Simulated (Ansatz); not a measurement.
Geometry optimisation, Ansatz 0.2.0, RKS PBE-D4/cc-pVDZ.

Input:

```yaml
crystal:
  periodic: [false, false, false]
  atoms:
    - { symbol: B, position_ang: [0.0, 0.0, 0.0] }
    - { symbol: "N", position_ang: [0.0, 0.0, 1.55] }
    - { symbol: H, position_ang: [-0.877, -0.2713, 2.08] }
    - { symbol: H, position_ang: [0.877, 0.2713, 2.08] }
    - { symbol: H, position_ang: [1.0305, 0.0, -0.595] }
    - { symbol: H, position_ang: [-1.0305, 0.0, -0.595] }
basis:
  gaussian: { orbitals: cc-pVDZ }
hamiltonian:
  xc: pbe
  dispersion: d4
relax:
  f_tol: 0.02
  max_steps: 40
```

Command:

```bash
$ ansatz run input.yaml --threads 1 --pin off --max-ram 2048MiB --backend cpu --events-out ev --progress --plain --runs-dir out
```

Question: Where does it end, and by what steps?

Answer: The run converged. After 5 steps the energy has fallen by 0.585 eV; H3 moved furthest, 0.18 Å.

```
step  energy less start (eV)  largest force component (eV/Å)  accepted
   0                  0.0000                           4.322       yes
   1                 -0.4827                           1.821       yes
   2                 -0.5572                           0.799       yes
   3                 -0.5843                           0.090       yes
   4                 -0.5839                           0.104        no
   5                 -0.5847                           0.001       yes
```

```xyz
6
Properties=species:S:1:pos:R:3
B 0.000 0.000 0.064
N 0.000 0.000 1.458
H -0.845 -0.110 2.021
H 0.845 0.110 2.021
H 1.057 0.138 -0.522
H -1.057 -0.138 -0.522
```

Whether the end is a true minimum wasn't checked by a vibrational analysis.

The run took 2.7 s on 1 thread of Intel(R) Xeon(R) 6975P-C (Granite Rapids) (shared host), peak memory 0.11 GiB.
